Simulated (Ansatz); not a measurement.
We consider rock-salt GdN, described by B3LYP (VWN-RPA form) (Ansatz, a program for electronic structure, PAW).

The run printed, among other lines:

```
WARN output.stress: scf.exx.energy_threshold = 1e-6 eV is looser than the 2e-8 eV advised for a stress under a hybrid functional (1e-8 eV for each atom of the …
Crystal: 2 atoms, lattice volume = 30.765 Å³
Basis set: ecut = 460 eV, 701 PW (Γ), exchange–correlation on 50×50×50 points (8 copies of the dense FFT grid, shifted against one another)
Bands: 19, of which v1, the nominal top of the filled ones, is band 12 counted from 1 (11 counted from 0)
Symmetry: 48 space group operations
Space group: Fm-3m (ITA 225), of the structure as read, at distance tolerance 3.1e-5 Å
k-points: 47 of 1000
Initial density: superposition of atomic densities (chi_scale 0.1, normalization cell, long waves kept (reshape's long-wave potential 0.00 eV rms))
Functional: x = 0.1 slater + 0.9 b88, c = 0.19 vwn_rpa + 0.81 lyp, warm-up for x = 0.08 slater + 0.72 b88 + 0.2 exact, c = 0.19 vwn_rpa + 0.81 lyp
spin=Collinear: Kerker preconditioning applied to the charge; magnetization (m = ρ↑ − ρ↓) channel mixes plain (no charge-response kernel on spin).
SCF 1 converged in 16 iterations: F = -9734.048350 eV  dr2 = 4.27e-12
Crystal: 2 atoms, lattice volume = 30.765 Å³
Initial density: handed on by an earlier stage of this run
Functional: x = 0.08 slater + 0.72 b88 + 0.2 exact, c = 0.19 vwn_rpa + 0.81 lyp
SCF 2 converged in 11 iterations: F = -9735.260139 eV  dr2 = 9.63e-11
Crystal: 2 atoms, lattice volume = 30.765 Å³
SCF 3 converged in 8 iterations: F = -9735.286957 eV  dr2 = 2.82e-11
Crystal: 2 atoms, lattice volume = 30.765 Å³
Crystal: 2 atoms, lattice volume = 30.765 Å³
SCF 5 converged in 9 iterations: F = -9735.288291 eV  dr2 = 1.75e-10
Crystal: 2 atoms, lattice volume = 30.765 Å³
SCF 6 converged in 3 iterations: F = -9735.288291 eV  dr2 = 3.02e-11
Magnetization: 7.0000 μB (15.0000 up, 8.0000 down)
Free energy (F): -9735.288291 eV
Internal energy: -9735.288291 eV  (E = F + TS)
E sigma→0 (E₀):  -9735.288291 eV
Fermi energy:    14.648334 eV
--- Forces (eV/Å), atoms counted from 1 ---
  atom   1  Gd    -0.00000000     0.00000000     0.00000000
  atom   2  N      0.00000000    -0.00000000    -0.00000000
--- Stress (GPa, compression-positive) ---
        4.899852       0.000000      -0.000000
        0.000000       4.899852       0.000000
       -0.000000       0.000000       4.899852
  P = ⅓ Tr σ = 4.8999 GPa (48.999 kbar)
```

Write an input file that produces this run.

One answer among several that fit: 
Ansatz 0.2 input:
```yaml
crystal:
  lattice:
    - [0.0, 2.487, 2.487]
    - [2.487, 0.0, 2.487]
    - [2.487, 2.487, 0.0]
  atoms:
    - { symbol: Gd, position: [0.0, 0.0, 0.0], spin: 7.0 }
    - { symbol: N, position: [0.5, 0.5, 0.5], spin: 0.0 }
basis:
  ecutwfc: 460
  ecutrho_ratio: 4
  xc_grid: 2
kpoints:
  mp_grid: { grid: [10, 10, 10] }
hamiltonian:
  xc: b3lyp
  dispersion: none
  pseudopotentials: { kind: paw }
scf:
  occupations: { method: fermi_dirac, width: 0.01 }
  convergence: { dr2_threshold: 0.0000000002 }
output:
  forces: true
  stress: true
  eigenvalues: true
magnetization:
  spin_polarized: true
```

The PAW data were made under PBE.

Note: the state of the 4f shell is in doubt. Note: cell and atoms aren't relaxed at this level (pressure 4.9 GPa).

The result took about 9 core-minutes (a rough figure).
